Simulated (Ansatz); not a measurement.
Results of the Gaussian-basis code of Ansatz.

A structure relaxed at PBE0-D4/def2-TZVP, charge 0, multiplicity 1:

Cartesian coordinates in Å:
```
C -0.389 -1.228 -0.211
C 0.138 0.143 -0.551
Cl -0.977 0.958 -1.704
C 0.269 1.075 0.635
Cl 1.513 0.482 1.768
H 0.297 -1.723 0.481
H -1.371 -1.157 0.261
H -0.479 -1.838 -1.109
H 1.095 0.078 -1.070
H 0.575 2.069 0.317
H -0.670 1.141 1.184
```

(1) Give its formula and SMILES.

(2) Summarise the bond lengths by kind.

Answers

(1) C3H6Cl2, `CC(Cl)CCl`.

(2) 2 × C–C 1.508 to 1.514 Å; 6 × C–H 1.088 to 1.092 Å; 2 × C–Cl 1.783 to 1.799 Å.
